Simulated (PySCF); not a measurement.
# C4H7N (1-Pyrroline): the cost of one run

The runs use PySCF 2.14.0, with density-fitted response routines of our own; the level of theory stands in each step. All values are computed, except where a source is named. Atoms count from 0, in the outputs and in this text.

## Step 1: The starting structure

12 atoms, charge 0, multiplicity 1; geometry from: MMFF94s. The atoms were then displaced at random by about 0.03 Å, so the start is not that level's minimum.

Bonds of the start (Å): C0–N1 1.23, N1–C2 1.45, C2–C3 1.41, C3–C4 1.60, C4–C0 1.47, C0–H5 1.21, C2–H6 1.18, C2–H7 1.14, C3–H8 1.01, C3–H9 1.16, C4–H10 1.12, C4–H11 1.04.

## Step 2: Relaxing the molecule at PBE0-D3(BJ)/def2-SVP

Job settings and geometry (Å):

```
{"job": {"xc": "PBE0", "basis": "def2-SVP", "d3": "d3bj", "grid": 1, "shake": 0.03, "kind": "geom"}, "charge": 0, "multiplicity": 1}
C     -0.727230     1.023280     0.256290
N      0.410690     1.400710     0.550000
C      1.182910     0.244520     0.123250
C      0.374840    -0.905730     0.020690
C     -1.022020    -0.259300    -0.403050
H     -1.644700     1.804340     0.379520
H      2.046730     0.040620     0.895370
H      1.776570     0.484140    -0.823670
H      0.600560    -1.655520    -0.624610
H      0.146440    -1.404200     1.038260
H     -1.924860    -0.733150     0.072140
H     -1.104440    -0.122460    -1.433180
```

Launch:

```sh
$ OMP_NUM_THREADS=1 python probes_run.py task.json out
```

This one command runs all jobs of the session in turn.

**Question.** How long does this first job take on 1 thread of Arm Neoverse V1, shared host, and how much memory does it need?

About 39 s, with a peak of 0.42 GiB.
